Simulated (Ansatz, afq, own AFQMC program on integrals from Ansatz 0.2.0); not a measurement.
# Atomization energy of GeNH4, doublet, worked out

```xyz
6

Ge    0.0000    0.0132    0.2966
N     0.0000   -0.1277   -1.5671
H     0.0000    1.4630    0.8219
H     1.2578   -0.7228    0.7840
H    -1.2578   -0.7228    0.7840
H     0.0000    0.8080   -1.9853
```

Connectivity, by distances: GeH3–NH.

Basis cc-pVDZ. Only valence electrons are correlated. Ansatz 0.2.0 and our own AFQMC program on the same integrals; the CISD trial comes from CCSD amplitudes, and released means the phaseless constraint is let go. ± is one standard error of the sampling. No spin–orbit coupling.

Total energies in eV. CBS is CCSD(T) at the limit of def2-TZVPP/QZVPP (extrapolated itself); the highest rung of each member is named.

Cautions: inner d shell frozen; no relativity below Rb; no spin-orbit coupling; GeNH₄ (doublet): the ph-AFQMC/HF walk drifts between its halves (2.8 errors), the released value is read at 2.40 1/Eh (meV from the phaseless value at times in 1/Eh: -4 ± 3 at 0.24, -2 ± 3 at 0.51, -3 ± 3 at 0.99, -6 ± 4 at 1.62, -5 ± 3 at 2.40).

```json
{"member": "Ge (triplet)", "count": "+1", "CCSD(T)/cc-pVDZ": "-56473.1139", "highest rung in cc-pVDZ": "-56473.1222", "which": "FCI", "CCSD(T)/CBS": "-56475.5964"}
{"member": "N (quartet)", "count": "+1", "CCSD(T)/cc-pVDZ": "-1482.4355", "highest rung in cc-pVDZ": "-1482.4402", "which": "FCI", "CCSD(T)/CBS": "-1483.8573"}
{"member": "H (doublet)", "count": "+4", "CCSD(T)/cc-pVDZ": "-13.5861", "highest rung in cc-pVDZ": "-13.5861", "which": "FCI", "CCSD(T)/CBS": "-13.6059"}
{"member": "GeNH₄, doublet", "count": "-1", "CCSD(T)/cc-pVDZ": "-58024.0060", "highest rung in cc-pVDZ": "-58024.0459 ± 0.0035", "which": "released AFQMC", "CCSD(T)/CBS": "-58029.6088"}
```

Problem. Work out the best estimate of the atomization energy: the CCSD(T)/CBS difference plus the step from CCSD(T) to the highest rung.

Solution. Sums with the counts: CCSD(T)/CBS 15.7315 eV, highest rung 14.1391 eV, CCSD(T)/cc-pVDZ 14.1122 eV. The step is 14.1391 − 14.1122 = 0.0269 eV, so the best estimate is 15.7315 + (0.0269) = 15.7584 eV, with sampling noise 0.003 eV. The basis set is worth 1.619 eV of it. Zero-point, core-correlation and spin–orbit terms aren't in it. Past Ne the Hartree–Fock part of each CBS total tends to overshoot, since the cores don't follow the formula; that largely cancels in the difference.

Best estimates are given only where the step beyond CCSD(T) is under 0.3 eV and no member's determinant is very poor (T1 over 0.05, or 0.07 for open shells, ⟨S²⟩ too high by 0.3, two states mixed), so the hardest cases are missing from such tables.

Each member of a difference takes its own highest rung, so a best estimate needn't equal the limit plus the step of one row. A walk keeps the symmetry of its determinant, which the program's search chose and which needn't be the lowest solution, so a lower state of the same spin and another symmetry isn't excluded. Released energies are given only where the last usable release times agree within the noise; a slower fall can still hide under it.
